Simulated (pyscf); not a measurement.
:HSi–Cl [singlet] + HCl → :HSi–Cl [singlet] + HCl (four-centre exchange; singlet surface; Cl–Si, Cl–H broken, Cl–Si, Cl–H formed). Optimised with ωB97X-D3(BJ)/def2-SVP in PySCF. MP2 and CC: frozen core, UHF for open shells. ΔMP2 is the change of the MP2 total energy from the triple- to the quadruple-zeta basis. Energies in kcal/mol from the separated reactants.

```csv
level,barrier,reaction energy
PBE/def2-TZVP,-3.1,0.0
r²SCAN/def2-TZVP,-1.7,0.0
B3LYP-D3(BJ)/def2-TZVP,1.7,0.0
M06-2X/def2-TZVP,[?],0.0
ωB97M-D3(BJ)/def2-TZVP,3.9,0.0
HF/def2-TZVP,21.4,0.0
CCSD(T)/def2-TZVPP + ΔMP2(QZVPP),[?],0.0
```

Complete the blanks.


- M06-2X/def2-TZVP, barrier: 2.8
- CCSD(T)/def2-TZVPP + ΔMP2(QZVPP), barrier: 6.0

Of the functionals in the table, ωB97M-D3(BJ) is closest to CCSD(T)/def2-TZVPP + ΔMP2(QZVPP) in the barrier (2.1 kcal/mol apart) and PBE least close (9.1 kcal/mol); that level has limits of its own. On the reactant side the descent ends in a complex, 7.2 kcal/mol under the separated species and 8.8 kcal/mol under the saddle at ωB97X-D3(BJ)/def2-TZVP. On the product side the descent ends in a complex, 7.2 kcal/mol under the separated species and 8.8 kcal/mol under the saddle at ωB97X-D3(BJ)/def2-TZVP. At PBE, r²SCAN the saddle lies under the separated reactants, which points to a path from their complex (located at ωB97X-D3(BJ) alone). At PBE, r²SCAN the saddle lies under the separated products, which points to a path from their complex (located at ωB97X-D3(BJ) alone). At ωB97X-D3(BJ) the barrier from the zero used here is 1.6 kcal/mol. This is the saddle that the search found; another between the same sides may lie lower. The CCSD(T) − MP2 part came from Ansatz, without density fitting, on the same reference.
